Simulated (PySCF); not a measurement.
Compound: C₅H₁₃N.
Cartesian coordinates in Å at the PBE0-D3(BJ)/def2-SVP level; atoms count from 1:
```xyz
19
C5H13N angstrom
C      2.5371    0.7992    0.6842
C      1.0520    0.9783    0.4167
C      0.3806   -0.3140   -0.0257
N     -0.9915   -0.1541   -0.4517
C     -1.8851    0.2395    0.6062
C     -1.4794   -1.3064   -1.1625
H      2.7157    0.0566    1.4788
H      3.0047    1.7423    1.0047
H      3.0707    0.4538   -0.2159
H      0.8860    1.7351   -0.3683
H      0.5657    1.3667    1.3271
H      0.9455   -0.7204   -0.8820
H      0.4727   -1.0751    0.7884
H     -2.8978    0.3927    0.2025
H     -1.5662    1.1898    1.0575
H     -1.9593   -0.5170    1.4227
H     -0.8271   -1.5292   -2.0214
H     -2.4912   -1.1115   -1.5508
H     -1.5329   -2.2264   -0.5341
```

Computed with core-valence-separated Tamm–Dancoff BHandHLYP/aug-pcX-1 (pcseg-1 on H) in PySCF, non-relativistic, gas phase, PBE0-D3(BJ)/def2-SVP geometry. Absolute energies from this functional tend to lie a few eV below measured edges; no shift was applied.

The lowest roots of each edge with f over 0.003 (five at most, numbered afresh; weaker and dark ones are left out), with transition dipoles (au) in the frame of the coordinates:

| root | edge | E (eV) | μx | μy | μz |
| --- | --- | --- | --- | --- | --- |
| 1 | C | 285.27 | 0.0328 | -0.0008 | 0.0074 |
| 2 | C | 285.56 | 0.0237 | -0.0367 | -0.0125 |
| 3 | C | 285.97 | 0.0154 | 0.0343 | 0.0213 |
| 4 | C | 285.98 | -0.0026 | 0.0547 | 0.0287 |
| 5 | C | 286.03 | 0.0301 | -0.0046 | -0.0272 |
| 6 | N | 400.72 | 0.0036 | 0.0165 | -0.0142 |
| 7 | N | 401.11 | -0.0058 | 0.0140 | 0.0216 |
| 8 | N | 401.28 | 0.0211 | 0.0036 | 0.0096 |
| 9 | N | 401.76 | 0.0168 | -0.0214 | -0.0135 |
| 10 | N | 401.88 | -0.0189 | -0.0084 | -0.0040 |

Q: What are the oscillator strengths?

A: f = (2/3) ΔE |μ|², with ΔE in hartree (27.2114 eV):

```
root  ΔE (Eh)  |μ|² (au)      f  core hole on
   1  10.4834   0.001129  0.008            C1
   2  10.4940   0.002062  0.014            C2
   3  10.5094   0.001867  0.013            C6
   4  10.5096   0.003827  0.027            C1
   5  10.5114   0.001665  0.012            C5
   6  14.7261   0.000485  0.005            N4
   7  14.7403   0.000695  0.007            N4
   8  14.7467   0.000549  0.005            N4
   9  14.7645   0.000926  0.009            N4
  10  14.7688   0.000445  0.004            N4
```

Q: Molecules are fixed in this frame and the field points along z. What effective strengths 3 f cos²θ do the roots have (θ between field and μ)?

A: root 1 (C1): 0.001, root 2 (C2): 0.003, root 3 (C6): 0.009, root 4 (C1): 0.017, root 5 (C5): 0.016, root 6 (N4): 0.006, root 7 (N4): 0.014, root 8 (N4): 0.003, root 9 (N4): 0.005, root 10 (N4): 0.000. Averaged over all orientations cos²θ is 1/3, which gives f back.

One conformer stands for the species.
